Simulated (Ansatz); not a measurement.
Ansatz results at the PBE0-D4/def2-TZVP geometry: HOMO–LUMO gap (PBE0/def2-TZVPP) 6.89 eV; HOMO–LUMO gap (B3LYP/def2-TZVPP) 6.41 eV; LUMO energy (ωB97M-V/def2-TZVPP) 2.10 eV.

Each molecule was computed in one conformer, which needn't be the lowest.

Problem. Which molecule gave them?
A. `CC=C(O)O`
B. `COCC=S`
C. `C=C(O)CS`
D. `C/N=C(/O)C=O`

Solution. C. The others give `CC=C(O)O`: 6.68, 6.11, 2.26; `COCC=S`: 4.24, 3.81, -0.18; `C/N=C(/O)C=O`: 5.06, 4.61, 0.02.

B3LYP here is the variant with VWN-RPA as its local correlation; programs differ in this.
